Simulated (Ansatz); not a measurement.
Active spaces for C4H4N2, triplet

Program: Ansatz, Gaussian basis, development build; CASPT2, NEVPT3, NEVPT4(SD) by development code. Basis cc-pVTZ, nonrelativistic, 6 orbitals frozen in the corrections. State-specific CASSCF; RHF is the lowest restricted (open-shell) Hartree–Fock solution met. Letters tell apart solutions met in one space. No symmetry is imposed, so a solution can break that of the shape. No proof that the lowest CASSCF solution was found.

Geometry:

```xyz
10

C     0.0000    0.0000    1.3115
N     0.0000    1.2019    0.7169
C     0.0000    1.1854   -0.6255
C     0.0000    0.0000   -1.3535
C     0.0000   -1.1854   -0.6255
N     0.0000   -1.2019    0.7169
H     0.0000    0.0000    2.3990
H     0.0000    2.1550   -1.1195
H     0.0000    0.0000   -2.4387
H     0.0000   -2.1550   -1.1195
```

CASSCF less RHF, in eV, and natural occupations:

```json
{"CAS": "(10,8) a", "CASSCF": "-2.479", "occupations": "2.00, 2.00, 1.90, 1.57, 1.35, 0.65, 0.43, 0.10"}
{"CAS": "(10,8) b", "CASSCF": "-2.111", "occupations": "2.00, 2.00, 1.98, 1.91, 1.03, 0.98, 0.10, 0.02"}
{"CAS": "(10,8) c", "CASSCF": "-2.061", "occupations": "2.00, 2.00, 1.98, 1.90, 1.03, 0.97, 0.10, 0.02"}
```

Task: What totals less RHF do the corrections give on each solution?

Result: 

```json
{"CAS": "(10,8) a", "SC-NEVPT2": "-26.969", "FIC-NEVPT2": "-27.033", "NEVPT3": "-28.032", "NEVPT4(SD)": "–", "CASPT2 (IPEA 0)": "-27.733"}
{"CAS": "(10,8) b", "SC-NEVPT2": "-26.184", "FIC-NEVPT2": "-26.369", "NEVPT3": "-27.570", "NEVPT4(SD)": "-28.433", "CASPT2 (IPEA 0)": "-27.240"}
{"CAS": "(10,8) c", "SC-NEVPT2": "-26.404", "FIC-NEVPT2": "-26.582", "NEVPT3": "-27.689", "NEVPT4(SD)": "-28.587", "CASPT2 (IPEA 0)": "-27.445"}
```

Task: In CAS(10,8), is the solution lowest in CASSCF also lowest after SC-NEVPT2?

Result: Yes: (10,8) a stays lowest, 0.57 eV under the next.

Task: Roughly how much CPU time does a whole run from the default start take (median of such runs, summed over threads; nearly all runs on one pinned thread of a shared server, mostly Xeon at 2.3 to 2.6 GHz, by a development driver)?

Result: CAS(10,8) a: about 24 min. Other jobs ran beside these, and the count of passes differs.
